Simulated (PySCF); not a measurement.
## Adding and removing an electron: CN

ROHF; C def2-SVP, N def2-SVP; no relativity (PySCF 2.14). Neutral (ROHF): doublet (σ ↑), Re = 1.134 Å, ωe = 2503 cm⁻¹, De = 3.81 eV, HOMO -13.95 eV, LUMO -0.23 eV.

CN⁺ (ROHF): triplet (σ ↑, π ↑), Re = 1.186 Å, ωe = 2227 cm⁻¹, De = 2.24 eV to C⁺ + N. The energies at the minima are -92.11410 hartree for CN and -91.65560 for CN⁺.

**Question.** Work out the adiabatic ionisation energy, without and with harmonic zero-point energies (1 hartree = 27.2114 eV, 1 eV = 8065.5 cm⁻¹), and the change of the bond length.

**Answer.** At ROHF: 0.45850 hartree = 12.476 eV between the minima; the zero-point term (2227.0 − 2503.0)/2 cm⁻¹ = -0.017 eV makes it 12.459 eV. Re changes by +5.2 pm against the neutral. The electron leaves a π orbital, and the longer bond of the ion fits a bonding orbital, or a change in how ionic the bond is.

For an ion De counts to the pair picked by the measured ionisation energies or electron affinities, which need not be the lowest pair at this level. UHF is strongly spin-contaminated for CN, so the ROHF reference used there is far from stable. Hartree–Fock leaves out correlation, which carries a large part of most bond energies and some tenths to 1 eV of ionisation energies. States were picked by a PBE0 search and need not be the measured ground states.
